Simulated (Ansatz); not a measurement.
## How far each method lies from UCCSDT(Q) for [CH3···H···F], doublet

Geometry: a point of a hydrogen-transfer path between rigid fragments, not a stationary point.

```yaml
atoms:
  - { symbol: C, position_ang: [-1.2181, 0.0000, 0.0000] }
  - { symbol: H, position_ang: [-1.5813, 1.0273, 0.0000] }
  - { symbol: H, position_ang: [-1.5813, -0.5137, 0.8897] }
  - { symbol: H, position_ang: [-1.5813, -0.5137, -0.8897] }
  - { symbol: H, position_ang: [-0.0211, 0.0000, 0.0000] }
  - { symbol: F, position_ang: [1.0229, 0.0000, 0.0000] }
```

Basis cc-pVDZ; Ansatz 0.2.0. Only valence electrons are correlated (noble-gas cores frozen), which leaves 15 electrons in 46 orbitals. R marks a restricted (for open shells ROHF) determinant, U an unrestricted one. Active spaces: pair = (3e, 3o) about the gap; valence = (15e, 12o) chosen from the atoms' valence shells.

Full CI isn't at hand for all of this; UCCSDT(Q) serves as the reference, and is uncertain by about the last step of the cluster series. The frozen core follows each run's orbitals, which can shift R against U totals by a few meV.

For open shells CISD is restricted-active-space CI with the open shells as a complete middle space.

```
UHF ⟨S²⟩                          : 0.774
T1 diagnostic (RCCSD)             : 0.0173
largest doubles amplitude (RCCSD) : 0.036
T1 diagnostic (UCCSD)             : 0.0105
```

```json
{"level": "UHF", "E − E(RHF) (eV)": "-0.2868"}
{"level": "RMP2", "E − E(RHF) (eV)": "-9.7056"}
{"level": "UMP2", "E − E(RHF) (eV)": "-9.5931"}
{"level": "RCCSD", "E − E(RHF) (eV)": "-10.3423"}
{"level": "UCCSD", "E − E(RHF) (eV)": "-10.3523"}
{"level": "RCCSD(T)", "E − E(RHF) (eV)": "-10.5288"}
{"level": "UCCSD(T)", "E − E(RHF) (eV)": "-10.5288"}
```

Estimate how far UCCSDT(Q) in cc-pVDZ lies from RCCSD(T). The table doesn't fix it; the size of (T) and the diagnostics are the guide.

UCCSDT(Q) in cc-pVDZ lies 0.79 kcal/mol below RCCSD(T), which is 18 % of the (T) step (-4.30 kcal/mol). The diagnostics are small and one determinant leads, so the series closes fast and only a small part of (T) is left.

The other levels:

| level | E − E(UCCSDT(Q)) (kcal/mol) | share of correlation (%) | wall time |
| --- | --- | --- | --- |
| CISD | 23.75 | 90.25 | 8.5 s |
| BCCD(T) | 0.77 | 99.69 | 3.6 s |
| RCCSDT | 0.42 | 99.83 | – |
| UCCSDT | 0.40 | 99.84 | – |
| RCCSDT(Q) | 0.02 | 99.99 | 12 s (H100) |
| CASSCF (pair space) | 225.52 | 7.42 | – |
| MRCISD (pair space) | 20.85 | 91.44 | – |
| MRCISD+Q (pair space) | 3.04 | 98.75 | 4 s (H100) |
| CASSCF (valence space) | 183.83 | 24.53 | – |
| NEVPT2 (valence space) | 30.14 | 87.63 | 13 s (H100) |
| MRCISD (valence space) | 13.17 | 94.59 | – |
| MRCISD+Q (valence space) | 1.84 | 99.25 | 20 s (H100) |

The correlation energy at UCCSDT(Q), counted from RHF, is -10.563 eV. That run took 14 s on 2 threads of AMD EPYC 7R13 with a shared H100 80 GB, shared host.

Times hold each run's SCF and search for its determinant on a shared host, so for small cases they say little of a method's own cost; rows without a card ran on 1 thread of AMD EPYC 7R13.

Natural occupations of CASSCF (valence space) about the gap: 1.984 1.977 1.977 1.975 1.002 0.024 0.021 0.021 0.019; effectively unpaired electrons, Σ n²(2−n)², 1.01.
